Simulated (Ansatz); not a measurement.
## Ansatz (development build ahead of 0.2.0) run

```yaml
crystal:
  periodic: [false, false, false]
  atoms:
    - { symbol: Si, position_ang: [0.0, 0.0, 0.0] }
    - { symbol: "N", position_ang: [0.0, 0.0, 3.927] }
basis:
  gaussian: { orbitals: pcseg-2 }
magnetization:
  initial_magnetization: 3
hamiltonian:
  xc: { name: wB97X }
```

The input is written out in the form of the current development build from the run's settings.

Output:

```json
{
  "Converged": "yes",
  "Total energy": "-343.91356 hartree",
  "Spin squared of the determinant": "3.750",
  "Stability test": "minimum among restricted orbitals"
}
```

Caution: stretched shape with no unrestricted run beside it, a lower state can exist; charge can spread falsely over distant fragments.
